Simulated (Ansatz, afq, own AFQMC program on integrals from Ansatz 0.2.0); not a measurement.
# AlO, quartet: AFQMC among the cluster methods

| atom | x (Å) | y (Å) | z (Å) |
| --- | --- | --- | --- |
| Al | 0.0000 | 0.0000 | 0.0000 |
| O | 0.0000 | 0.0000 | 1.9570 |

Basis 6-31G. Noble-gas cores (and the filled d shells of Ga–Kr and In–Xe) are frozen. Ansatz 0.2.0 and our own AFQMC program on the same integrals; the CISD trial comes from CCSD amplitudes, and released means the phaseless constraint is let go. Uncertainties: one standard error, sampling alone.

Determinant: UHF, the one that the program's search chose, which needn't be the lowest solution. The geometry is a point of a scan.

Full CI on the same integrals is exact in this basis and with this determinant's frozen core.

Cautions: lower spins were not checked; the CCSDT(Q) amplitudes may be one of several solutions (largest double 0.64); the CCSDTQ amplitudes may be one of several solutions (largest double 0.72); the released energies are still falling, so no released level is given (meV from the phaseless value at times in 1/Eh: -8 ± 4 at 0.24, -13 ± 3 at 0.51, -13 ± 3 at 0.99, -16 ± 4 at 1.62, -23 ± 3 at 2.40); the determinant fills πx and πy unequally, so it mixes two states of the linear molecule, and each level undoes that mixture to a different degree, while full CI gives the lower state.

- T1 diagnostic: 0.0294
- weight of the determinant in the CISD state: 0.914
- ⟨S²⟩ of the determinant: 3.781
- size of the correlated space: 9 electrons in 16 orbitals

Reference: full CI, correlation energy -3.363 eV. The cautions show a poor starting determinant, so the rows tell how each method copes with it here, and full CI is the sure value.

```tsv
level	E − E(reference) (kcal/mol)	share of correlation (%)
HF	77.56	0.00
MP2	14.81	80.91
CCSD	6.22	91.98
CCSD(T)	4.16	94.63
CCSDT	0.75	99.03
CCSDT(Q)	-0.20	100.26
CCSDTQ	0.07	99.91
ph-AFQMC/HF	6.37 ± 0.55	91.79
ph-AFQMC/CISD	3.95 ± 0.08	94.91
```

CCSDT and higher add their correlation energy to the determinant of the CCSD(T) run, since their own runs factorise the integrals more tightly (a shift of under 2 meV).
